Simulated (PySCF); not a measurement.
C5H11O (doublet state).
SMILES with atom numbers: `[CH2:1][C@H:2]([CH3:3])[O:4][CH2:5][CH3:6]` (hydrogens: H7, H8 on C1; H9 on C2; H10, H11, H12 on C3; H13, H14 on C5; H15, H16, H17 on C6)

Structure used (GFN2-xTB), in Å, numbered top down from 1:
```xyz
17
C5H11O angstrom
C     -0.6879   -0.9551    1.2337
C     -0.8453    0.2922    0.4587
C     -2.2668    0.3949   -0.1312
O      0.0387    0.3747   -0.6556
C      1.3739    0.6698   -0.3281
C      2.1304   -0.4927    0.3075
H     -0.8316   -0.9602    2.2964
H     -0.6170   -1.8890    0.7110
H     -0.6754    1.1646    1.1148
H     -3.0041    0.3801    0.6661
H     -2.3567    1.3190   -0.6951
H     -2.4379   -0.4434   -0.7999
H      1.8408    0.9464   -1.2780
H      1.4084    1.5419    0.3452
H      1.6111   -0.8099    1.2138
H      3.1423   -0.1864    0.5586
H      2.1700   -1.3349   -0.3782
```

The hyperfine couplings belong to this conformer and change with its torsions.

Method: UKS B3LYP, pcH-1 on C H O, non-relativistic, mean-field spin-orbit, GIAO in PySCF. One conformer (not necessarily the lowest) at the GFN2-xTB geometry, without solvent, vibrations or thermal averaging. Couplings are sensitive to structure, and on GFN2-xTB geometries they can be far from those on DFT ones. No stability test was run, so a lower SCF solution isn't excluded.

Task: Give the principal g shifts and their parts.

Result: 
| Δg (ppm) | 1 | 2 | 3 |
| --- | --- | --- | --- |
| relativistic mass correction | -151 | -151 | -151 |
| gauge correction | 9 | 48 | 34 |
| orbital Zeeman/spin–orbit | 20 | 476 | 682 |
| total | -122 | 372 | 564 |

So g = 2.00220, 2.00269, 2.00288 and g_iso = 2.00259; the tensor is rhombic: the two nearest values differ by 28 % of g3 − g1. Axes: g2 points within 14° of the C1–C2 bond.

Task: At 34.063 GHz, how far is the centre of the isotropic spectrum from where a free electron (g = 2.002319) resonates?

Result: B = hν/(g μB) with μB/h = 13.99624 MHz/mT gives 1215.45 mT for the free electron and 1215.29 mT at g_iso, 0.16 mT lower.

Task: Average each term over the three axes. Which is largest in size?

Result: The orbital-Zeeman/spin–orbit term 392, the mass correction -151 and the gauge correction 30 ppm, for a total of 271 ppm. The orbital-Zeeman/spin–orbit term is the largest in size. The mass correction is the same along every axis, so the anisotropy comes from the other two: their spans along these axes are 39 (gauge) and 662 ppm (orbital Zeeman/spin–orbit).

Task: What are the electron Larmor frequencies g μB B/h along the three axes at 1200 mT?

Result: 33.6279, 33.6362, 33.6394 GHz for g1, g2 and g3, a range of 11.5 MHz.

Task: In a frozen sample, at which fields do the three g values resonate at 9.5, 34, 94 and 263 GHz (hyperfine left aside), and which band first spreads them over more than twice a line width of 0.3 mT?

Result: 
```tsv
band	GHz	B(g3) mT	B(g2) mT	B(g1) mT	spread mT
X	9.5	338.89	338.92	339.00	0.12
Q	34.0	1212.86	1212.98	1213.28	0.42
W	94.0	3353.21	3353.53	3354.36	1.15
J	263.0	9381.85	9382.75	9385.07	3.22
```

The spread grows in proportion to the frequency. W band is the first where it exceeds 0.6 mT.

Largest spin populations (Mulliken): C1 (+1.06) and C2 (-0.07). C1 is the only atom above +0.15. The positive populations add up to 1.17 and the negative ones to -0.17, together 2S = 1. The angles at C1 add up to 359.0°, so it is planar; its axial dipolar tensor and the negative couplings of its protons fit spin in a p orbital normal to that plane.

The HOMO–LUMO gaps are 7.11 eV among the α and 5.30 eV among the β orbitals.
